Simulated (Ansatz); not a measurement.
**Loss of C2H2: C5H8 → C3H6 + C2H2**

Species: C5H8 (3-methylbut-1-yne) `C#CC(C)C`, singlet; C3H6 (propene) `C=CC`, singlet; C2H2 (acetylene) `C#C`, singlet. 

Shapes, held fixed at every level: PBE0-D4/def2-TZVP. Programs: Ansatz 0.2.0. The zero-point and thermal change to 298 K, harmonic and unscaled (PBE0-D4/def2-TZVP), is -12.4 kJ/mol.

```json
{"level": "HF/def2-TZVPP", "kind": "Hartree–Fock", "ΔH(298 K) (kJ/mol)": "+85.8", "less CCSD(T)/CBS estimate": "-22.9"}
{"level": "PBE0-D4/def2-TZVPP", "kind": "global hybrid", "ΔH(298 K) (kJ/mol)": "+127.9", "less CCSD(T)/CBS estimate": "+19.2"}
{"level": "wB97M-V/def2-TZVPP", "kind": "range-separated hybrid", "ΔH(298 K) (kJ/mol)": "+112.5", "less CCSD(T)/CBS estimate": "+3.8"}
{"level": "B2PLYP/def2-TZVPP", "kind": "double hybrid", "ΔH(298 K) (kJ/mol)": "+100.7", "less CCSD(T)/CBS estimate": "-8.0"}
{"level": "MP2/def2-SVP", "kind": "perturbation theory", "ΔH(298 K) (kJ/mol)": "+131.2", "less CCSD(T)/CBS estimate": "+22.5"}
{"level": "MP2/def2-TZVPP", "kind": "perturbation theory", "ΔH(298 K) (kJ/mol)": "+122.4", "less CCSD(T)/CBS estimate": "+13.7"}
{"level": "CCSD(T)/def2-SVP", "kind": "coupled cluster or CI", "ΔH(298 K) (kJ/mol)": "+117.3", "less CCSD(T)/CBS estimate": "+8.6"}
{"level": "CCSD(T)/CBS estimate", "kind": "coupled cluster or CI", "ΔH(298 K) (kJ/mol)": "+108.7", "less CCSD(T)/CBS estimate": "0.0"}
```

The highest level, CCSD(T)/CBS estimate, gives ΔH(298 K) = +108.7 kJ/mol; the levels span +85.8 to +131.2. The column of differences is taken from that level and isn't an error. No measured value is set beside it here. The CBS estimate extrapolates MP2 from def2-TZVPP and def2-QZVPP and adds CCSD(T) − MP2 in the triple-zeta set, cores frozen.
